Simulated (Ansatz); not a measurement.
Candidates: cubic perovskite BaZrO3, rock-salt SrO, rock-salt CaO, spinel Na2WO4, rock-salt MgO, cubic perovskite KTaO3. Level: r²SCAN+rVV10 (Ansatz, a program for electronic structure, PAW).

Ansatz's runs of these crystals have no spin polarisation.

Spin–orbit coupling is left out, also for the solids with elements from indium on (cubic perovskite BaZrO3, spinel Na2WO4, cubic perovskite KTaO3); its size isn't shown.

Ansatz's density-functional and Hartree–Fock values are scalar-relativistic unless marked +SOC, with PAW data made under PBE.

Problem. Which of them have a computed lattice constant a between 4.1 and 4.5 Å?

Solution. cubic perovskite BaZrO3, rock-salt MgO. The values: cubic perovskite BaZrO3 4.193 Å; rock-salt SrO 5.140 Å; rock-salt CaO 4.780 Å; spinel Na2WO4 9.036 Å; rock-salt MgO 4.195 Å; cubic perovskite KTaO3 3.981 Å.
